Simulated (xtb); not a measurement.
C4H4N, charge -2, doublet, geometry from GFN2-xTB of the parent state (a state made from the parent by changing its charge; the spin is typed, not shown lowest); xtb 6.7.1 with GFN0-xTB.

Here is a job for xtb.
```
$ xtb mol.xyz --gfn 0 --chrg -2 --uhf 1 --json

# file mol.xyz
9

H     -0.00206189     0.03049081     2.12624397
N     -0.00126690     0.06226066     1.11454632
C     -0.00536836     1.24878006     0.38025704
C      0.00402321    -1.07819475     0.34249460
C     -0.00216324     0.74976132    -0.93377641
C      0.00353821    -0.66177312    -0.96168226
H      0.00762357    -2.07251365     0.77880786
H     -0.00381748     1.36563644    -1.83533637
H      0.00694517    -1.31087927    -1.83529748
```

The log (banner, timings and long lists left out):

```
   ID    Z sym.   atoms
    1    1 H      1, 7-9
    2    7 N      2
    3    6 C      3-6

           -------------------------------------------------
          |                Calculation Setup                |
           -------------------------------------------------

           -------------------------------------------------
          |                 G F N 0 - x T B                 |
           -------------------------------------------------

          ...................................................
          :                      SETUP                      :
          :.................................................:
          :  # basis functions                  28          :
          :  # atomic orbitals                  28          :
          :  # shells                           18          :
          :  # electrons                        27          :
          :  electronic temp.          300.0000000     K    :
          :  accuracy                    1.0000000          :
          :  -> integral cutoff          0.2500000E+02      :
          :  -> integral neglect         0.1000000E-07      :
          ...................................................

         :::::::::::::::::::::::::::::::::::::::::::::::::::::
         ::                     SUMMARY                     ::
         :::::::::::::::::::::::::::::::::::::::::::::::::::::
         :: total energy             -16.029998872909 Eh    ::
         :: gradient norm              0.175893479921 Eh/a0 ::
         :: HOMO-LUMO gap              1.069633579329 eV    ::
         ::.................................................::
         :: H0 energy                -14.211490042123 Eh    ::
         :: repulsion energy           0.205876647268 Eh    ::
         :: electrostat energy        -1.995819228944 Eh    ::
         :: -> Gsolv                   0.000000000000 Eh    ::
         ::    -> Gsasa                0.000000000000 Eh    ::
         ::    -> Gshift               0.000000000000 Eh    ::
         :: dispersion energy         -0.003516816464 Eh    ::
         :: short-range corr.         -0.025049432645 Eh    ::
         :: add. restraining           0.000000000000 Eh    ::
         :: total charge              -2.000000000000 e     ::
         :::::::::::::::::::::::::::::::::::::::::::::::::::::

           -------------------------------------------------
          |                Property Printout                |
           -------------------------------------------------

    * Orbital Energies and Occupations

         #    Occupation            Energy/Eh            Energy/eV
      -------------------------------------------------------------
         1        2.0000           -0.7113111             -19.3558
         2        2.0000           -0.6381748             -17.3656
         3        2.0000           -0.6239378             -16.9782
         4        2.0000           -0.5935379             -16.1510
         5        2.0000           -0.5859877             -15.9455
         6        2.0000           -0.5637687             -15.3409
         7        2.0000           -0.5143681             -13.9967
         8        2.0000           -0.5120139             -13.9326
         9        2.0000           -0.5012568             -13.6399
        10        2.0000           -0.4963046             -13.5051
        11        2.0000           -0.4288259             -11.6689
        12        2.0000           -0.4076838             -11.0936
        13        2.0000           -0.4068792             -11.0717
        14        1.0000           -0.2433893              -6.6230 (HOMO)
        15                         -0.2040810              -5.5533 (LUMO)
        16                         -0.1370820              -3.7302
        17                         -0.1182476              -3.2177
        18                         -0.1133914              -3.0855
        19                         -0.0990337              -2.6948
        20                          0.0370159               1.0073
        21                          0.0956840               2.6037
        22                          0.1323638               3.6018
        23                          0.1677659               4.5651
        24                          0.1995197               5.4292
        25                          0.2756342               7.5004
       ...                                ...                  ...
        28                          0.6278265              17.0840
      -------------------------------------------------------------
                  HL-Gap            0.0393083 Eh            1.0696 eV
             Fermi-level            0.0000000 Eh            0.0000 eV

     #   Z          covCN         q      C6AA      α(0)
     1   1 H        0.860     0.055     2.269     2.359
     2   7 N        2.867    -0.799    41.357     9.629
     3   6 C        1.967    -0.360    43.259    10.609
     4   6 C        2.965     0.081    27.595     8.590
     5   6 C        3.105    -0.045    30.510     9.024
     6   6 C        2.999    -0.299    38.233    10.112
     7   1 H        0.925    -0.230    13.358     5.715
     8   1 H        0.924    -0.224    12.788     5.592
     9   1 H        0.925    -0.180     9.399     4.794

 Mol. C6AA /au·bohr⁶  :       1742.419877
 Mol. C8AA /au·bohr⁸  :      39083.744808
 Mol. α(0) /au        :         66.424816

Wiberg/Mayer (AO) data.
largest (>0.10) Wiberg bond orders for each atom

 ---------------------------------------------------------------------------
     #   Z sym  total        # sym  WBO       # sym  WBO       # sym  WBO
 ---------------------------------------------------------------------------
     1   1 H    0.978 --     2 N    0.944
     2   7 N    3.207 --     4 C    1.086     3 C    1.082     1 H    0.944
     3   6 C    2.699 --     5 C    1.339     2 N    1.082     4 C    0.123
                             6 C    0.113
     4   6 C    3.752 --     6 C    1.428     2 N    1.086     7 H    0.972
                             5 C    0.134     3 C    0.123
     5   6 C    3.896 --     6 C    1.399     3 C    1.339     8 H    0.972
                             4 C    0.134
     6   6 C    3.957 --     4 C    1.428     5 C    1.399     9 H    0.972
                             3 C    0.113
     7   1 H    0.985 --     4 C    0.972
     8   1 H    0.992 --     5 C    0.972
     9   1 H    0.984 --     6 C    0.972
 ---------------------------------------------------------------------------

Topologies differ in total number of bonds
Writing topology from bond orders to xtbtopo.mol

 dipole moment from electron density (au)
     X       Y       Z
   0.0126  -3.0967  -0.1717  total (Debye):    7.883

           -------------------------------------------------
          | TOTAL ENERGY              -16.029998872909 Eh   |
          | GRADIENT NORM               0.175893479921 Eh/α |
          | HOMO-LUMO GAP               1.069633579329 eV   |
           -------------------------------------------------

normal termination of xtb
```
